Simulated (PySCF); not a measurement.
Atom-mapped SMILES (the numbers label the heavy atoms): `[BH2:1][Cl:2]` (H(Xn): hydrogen on atom n).

Geometry: PBE0-D3(BJ)/def2-SVP; GIAO shifts from PySCF 2.14, gas phase, non-relativistic, averaged over equivalent atoms.

At PBE0/pcSseg-1 (51 basis functions, 1.4 s wall time on 1 thread of an Arm Neoverse V2, shared host):
```
atoms  δ (ppm)
   B1     76.7
  Cl2    351.6
H(B1)     7.05
```

δ = σ(ref) − σ, references computed at the same level: 11B (σref 100.73) against BF3·OEt2; 35Cl (σref 943.27) against HCl; TMS for 1H (σref 31.27).

Estimate the result of repeating the calculation with HF/pcSseg-2.

Results:


```csv
atoms,δ at HF/pcSseg-2,change
B1,69.9,-6.8
Cl2,213.2,-138.4
H(B1),6.41,-0.64
```

Referencing at the same level of theory: BF3·OEt2 for 11B (σref 114.51); HCl for 35Cl (σref 944.88); 1H (σref 31.68) vs TMS.

The largest change is at Cl2 (chlorine bonded to B). Cost: 107 basis functions, 0.79 s wall time on 1 thread of an Arm Neoverse V2, shared host.
